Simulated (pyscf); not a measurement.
Optimised with ωB97X-D3(BJ)/def2-SVP in PySCF.

Task: Estimate the classical barrier height and the reaction energy of H₂N–SiH₂–NH–SiH(NH₂)–OH + H₂ → H₂N–SiH₂–NH–SiH₂–NH₂ + H₂O at B3LYP-D3(BJ)/def2-TZVP. The step runs on the singlet surface, breaks O–Si, H–H and forms H–Si, H–O; take the separated reactants as zero.

Result: ΔE‡ = 56.6 kcal/mol, ΔE = +27.1 kcal/mol. ωB97M-D3(BJ)/def2-TZVP gives 55.1 kcal/mol and +26.7 kcal/mol. Zero-point energy shifts the barrier by +2.6 kcal/mol. It is a four-centre exchange, with an imaginary mode of 1126i cm⁻¹. On the product side the descent ends in a bound adduct (not fully relaxed), 8.2 kcal/mol under the separated species and 37.5 kcal/mol under the saddle at ωB97X-D3(BJ)/def2-TZVP. One saddle was located; it need not be the lowest between these sides.
